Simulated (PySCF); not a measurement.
# One molecule, many functionals

CH3Li.
SMILES: `[Li][CH3]`

Linear-response calculations in the def2-SVPD basis (PySCF; singlets by full response, triplets Tamm–Dancoff, core orbitals frozen in the response; HF means time-dependent Hartree–Fock). 'Strongest' is the level of largest summed f among the singlets computed (10 roots, of which the last may lack a degenerate partner); it can jump between rows when another state enters that window. S1 is the lowest singlet of each run and needn't be the same state throughout; f(S1) is that of one state. Geometry: PBE0-D3(BJ)/def2-SVP; no solvent, vibrations or thermal averaging.

```tsv
functional	kind	S1 (eV)	f(S1)	strongest (eV)	T1 (eV)	HOMO (eV)	gap (eV)	ionisation energy, ΔSCF (eV)
LDA	LDA	2.64	0.069	3.79	2.35	-3.99	2.54	7.83
PBE	GGA	2.54	0.073	3.71	2.10	-3.90	2.36	7.58
B3LYP	global hybrid, 20% exact exchange	2.77	0.071	3.97	2.42	-4.86	3.54	7.61
PBE0	global hybrid, 25% exact exchange	2.97	0.067	4.16	2.53	-5.02	3.97	7.46
BHandHLYP	global hybrid, 50% exact exchange	3.18	0.067	4.44	2.81	-6.12	5.30	7.35
CAM-B3LYP	range-separated hybrid	3.09	0.071	4.33	2.72	-6.43	5.74	7.60
wB97X-D	range-separated hybrid	3.13	0.067	4.29	2.97	-6.87	6.86	7.45
LC-wPBE	range-separated hybrid	3.63	0.068	4.79	3.18	-7.75	7.69	7.49
HF	Hartree–Fock	3.67	0.065	4.92	3.07	-7.82	7.79	not settled
```

S1 runs from 2.54 eV (PBE) to 3.67 eV (HF), a spread of 1.13 eV, while the orbital gap spreads over 5.4 eV. Along PBE (0%), B3LYP (20%), PBE0 (25%), BHandHLYP (50%), HF (100%) S1 rises with the share of exact exchange. −ε(HOMO) comes closest to its own ΔSCF ionisation energy with LC-wPBE (+0.26 eV) and misses most with LDA (-3.84 eV). 'Not settled' means that the ion's SCF failed to converge or may have ended in another state than the lowest.
